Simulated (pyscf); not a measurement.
Single points on ωB97X-D3(BJ)/def2-SVP structures (PySCF, gas phase).

**Question.** For the elementary gas-phase step H₂C=C=CH₂ + H₂O -> H₂C=C(CH₃)–OH (singlet surface; H–O broken, C–H, C–O formed), what barrier and reaction energy does ωB97X-D3(BJ)/def2-TZVP give, measured from the separated reactants?

**Answer.** ΔE‡ = 210.9 kJ/mol, ΔE = -152.8 kJ/mol. CCSD(T)/def2-TZVPP + ΔMP2(QZVPP) gives 225.7 kJ/mol and -131.1 kJ/mol. Zero-point energy shifts the barrier by -0.1 kJ/mol. It is an addition across a multiple bond or ene-type step, with an imaginary mode of 1410i cm⁻¹. This is the saddle that the search found; another between the same sides may lie lower. The CCSD(T) − MP2 part came from Ansatz, without density fitting, on the same reference.
